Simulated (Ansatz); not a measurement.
**C₆H₉ radical: energies up the ladder**

The task, for C₆H₉ radical: energies up the ladder. Spin multiplicity 2.

Computed with Ansatz 0.2.0 (the levels named in each step, unless a step's input says otherwise).

## (1) The structure to begin with

Bond lengths: C1–C2 1.379 Å, C2–C3 1.378 Å, C2–C4 1.486 Å, C4–C5 1.325 Å, C4–C6 1.499 Å, C1–H7 1.076 Å, C1–H8 1.074 Å, C3–H9 1.075 Å, C3–H10 1.074 Å, C5–H11 1.077 Å, C5–H12 1.077 Å, C6–H13 1.089 Å, C6–H14 1.087 Å, C6–H15 1.089 Å. Angles (14 of 21 angles, heavy atoms first): C1–C2–C3 122.0°, C1–C2–C4 118.6°, C3–C2–C4 119.5°, C2–C4–C5 121.0°, C2–C4–C6 116.3°, C5–C4–C6 122.7°, C2–C1–H7 120.9°, C2–C1–H8 121.3°, C2–C3–H9 120.7°, C2–C3–H10 121.9°, C4–C5–H11 121.8°, C4–C5–H12 121.7°, C4–C6–H13 110.1°, C4–C6–H14 110.8°.

Structure file:

```xyz
15

C    -1.1701   -1.4636    0.2185
C    -0.7353   -0.1584    0.1303
C    -1.6072    0.9071    0.1959
C     0.7183    0.0961   -0.0404
C     1.6070   -0.4484    0.7779
C     1.1079    0.9851   -1.1827
H    -2.2142   -1.6915    0.3400
H    -0.4829   -2.2868    0.1535
H    -2.6617    0.7462    0.3318
H    -1.2653    1.9241    0.1465
H     2.6646   -0.2768    0.6641
H     1.3080   -1.0739    1.6021
H     0.6469    0.6334   -2.1050
H     2.1877    1.0006   -1.3080
H     0.7644    2.0043   -1.0105
```

## (2) A rough first relaxation, PBE-D4/def2-SVPD

input.yaml reads:

```yaml
crystal:
  periodic: [false, false, false]
  atoms:
    - { symbol: C, position_ang: [-1.17013, -1.46361, 0.21845] }
    - { symbol: C, position_ang: [-0.73533, -0.15843, 0.13028] }
    - { symbol: C, position_ang: [-1.60724, 0.90708, 0.19591] }
    - { symbol: C, position_ang: [0.71834, 0.09607, -0.04036] }
    - { symbol: C, position_ang: [1.60696, -0.44842, 0.77787] }
    - { symbol: C, position_ang: [1.10787, 0.9851, -1.18267] }
    - { symbol: H, position_ang: [-2.2142, -1.69149, 0.33997] }
    - { symbol: H, position_ang: [-0.48288, -2.28684, 0.15351] }
    - { symbol: H, position_ang: [-2.66172, 0.7462, 0.33184] }
    - { symbol: H, position_ang: [-1.26531, 1.92407, 0.14654] }
    - { symbol: H, position_ang: [2.66457, -0.27681, 0.66411] }
    - { symbol: H, position_ang: [1.30803, -1.07387, 1.60212] }
    - { symbol: H, position_ang: [0.64686, 0.63345, -2.10505] }
    - { symbol: H, position_ang: [2.1877, 1.00057, -1.30796] }
    - { symbol: H, position_ang: [0.76437, 2.00432, -1.0105] }
magnetization:
  spin_polarized: true
  initial_magnetization: 1
basis:
  gaussian: { orbitals: def2-SVPD }
hamiltonian:
  xc: pbe
  dispersion: d4
relax:
  f_tol: 0.03
  max_steps: 200
```

The run is started by

```bash
$ ansatz run input.yaml --threads 8 --pin off --max-ram 22528MiB --backend cpu --events-out ev --progress --plain --runs-dir out
```

After this run come: Relaxation, PBE0-D4/def2-TZVPD; Relaxation, PBE0-D4/def2-SVPD; Frequencies, PBE0-D4/def2-SVPD; Single point, PBE-D4/def2-TZVPPD; Single point, r2SCAN-D4/def2-TZVPPD; Single point, B3LYP-D4/def2-TZVPPD; Single point, wB97M-V/def2-TZVPPD; Single point, B2PLYP/def2-TZVPPD; Single point, PBE0-D4/def2-TZVPPD; Single point, LDA/def2-TZVPPD; Single point, PBE0-D4/def2-SVPD; Single point, PBE-D4/def2-SVPD; The anion of multiplicity 1 at the same geometry, PBE0-D4/def2-TZVPPD; The anion of multiplicity 1 at the same geometry, PBE-D4/def2-TZVPPD; The anion of multiplicity 1 at the same geometry, r2SCAN-D4/def2-TZVPPD; The anion of multiplicity 1 at the same geometry, B3LYP-D4/def2-TZVPPD; The anion of multiplicity 1 at the same geometry, wB97M-V/def2-TZVPPD; The anion of multiplicity 1 at the same geometry, B2PLYP/def2-TZVPPD.

What does the calculation give? Wanted: C1–C2 at PBE0-D4/def2-SVPD; C2–C3 at PBE0-D4/def2-SVPD; C2–C4 at PBE0-D4/def2-SVPD; frequencies at PBE0-D4/def2-SVPD; vertical electron affinity, B2PLYP/def2-TZVPPD.

As calculated:

| quantity | value |
| --- | --- |
| C1–C2 at PBE0-D4/def2-SVPD | 1.395 Å |
| C2–C3 at PBE0-D4/def2-SVPD | 1.392 Å |
| C2–C4 at PBE0-D4/def2-SVPD | 1.493 Å |
| frequencies at PBE0-D4/def2-SVPD | 44 to 3282 cm⁻¹ |
| vertical electron affinity, B2PLYP/def2-TZVPPD | 0.438 eV |

What this shows: The C1–C2 distance spreads over 0.007 Å, from PBE0-D4/def2-TZVPD (shortest) to PBE0-D4/def2-SVPD. No mode is imaginary, so the geometry is a minimum. For the vertical electron affinity, wB97M-V/def2-TZVPPD comes nearest to B2PLYP/def2-TZVPPD (-0.00 eV) and PBE-D4/def2-TZVPPD is farthest (+0.13 eV). <S²> exceeds the pure value by up to 0.09: some mean fields break spin symmetry, which blurs their results.
